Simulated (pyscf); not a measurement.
Single points on ωB97X-D3(BJ)/def2-SVP structures (PySCF, gas phase).

Task: Estimate the classical barrier height and the reaction energy of `[O]=[Ta](=[O])[Cl]` + `[OH2]` → `[O]=[Ta]([OH])([OH])[Cl]` at ωB97M-D3(BJ)/def2-TZVP. The step runs on the singlet surface, breaks H–O and forms H–O, O–Ta; take the separated reactants as zero.

Result: ΔE‡ = -30.5 kcal/mol, ΔE = -86.6 kcal/mol. Zero-point energy shifts the barrier by -0.3 kcal/mol. It is an addition across a multiple bond or ene-type step, with an imaginary mode of 1471i cm⁻¹. On the reactant side the descent ends in an adduct with a O–Ta contact, 45.9 kcal/mol under the separated species and 12.7 kcal/mol under the saddle at ωB97X-D3(BJ)/def2-TZVP. At ωB97M-D3(BJ) the saddle lies under the separated reactants, which points to a path from their complex (located at ωB97X-D3(BJ) alone). What is counted as formed (O–Ta) is already present as a longer contact in the reactant adduct; forming that adduct is a step of its own. At the saddle there is also a short H–Ta contact that neither side keeps. At ωB97X-D3(BJ)/def2-TZVP the barrier from the zero used here is -33.2 kcal/mol. This is the saddle that the search found; another between the same sides may lie lower. Elements past Kr carry the def2 core potentials, without spin-orbit coupling.
